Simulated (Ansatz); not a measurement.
## Worked example: correlation energy of SiH₂, singlet

Geometry: displaced at random from a stationary point.

```json
{"atom": "Si", "x (Å)": "-0.0015", "y (Å)": "-0.0724", "z (Å)": "0.0022"}
{"atom": "H", "x (Å)": "-0.0024", "y (Å)": "0.9788", "z (Å)": "-1.0990"}
{"atom": "H", "x (Å)": "0.0456", "y (Å)": "1.0381", "z (Å)": "1.0384"}
```

Basis cc-pVDZ; Ansatz 0.2.0. Correlated methods freeze the noble-gas cores, which leaves 6 electrons in 23 orbitals. R marks a restricted (for open shells ROHF) determinant.

Full CI is exact within this basis and frozen core; it isn't the basis-set limit.

Runs differ by some tens of microhartree through their thresholds, so steps under 0.03 kcal/mol mean nothing.

```tsv
level	total energy (hartree)
RHF	-290.017989
RMP2	-290.106452
RCCSD	-290.134919
RCCSD(T)	-290.137165
RCCSDT	-290.137765
RCCSDT(Q)	-290.137858
RCCSDTQ	-290.137880
full CI	-290.137881
```

What is the correlation energy at full CI, and what share of it do RMP2 and RCCSD recover?

E(corr) = -290.137881 − (-290.017989) = -0.119892 hartree = -3.262 eV. RMP2: -0.088463 / -0.119892 = 73.79 %. RCCSD: -0.116930 / -0.119892 = 97.53 %.

By how many kcal/mol does RCCSD(T) miss full CI (1 hartree = 627.509 kcal/mol), and which steps make up the rest?

-290.137165 − (-290.137881) = 0.000716 hartree = 0.45 kcal/mol. Steps: RCCSDT − RCCSD(T) = -0.38, RCCSDT(Q) − RCCSDT = -0.06, RCCSDTQ − RCCSDT(Q) = -0.01, full CI − RCCSDTQ = 0.00 kcal/mol. That is within 1 kcal/mol of the reference in this basis, which itself misses far more of the correlation at the basis-set limit.
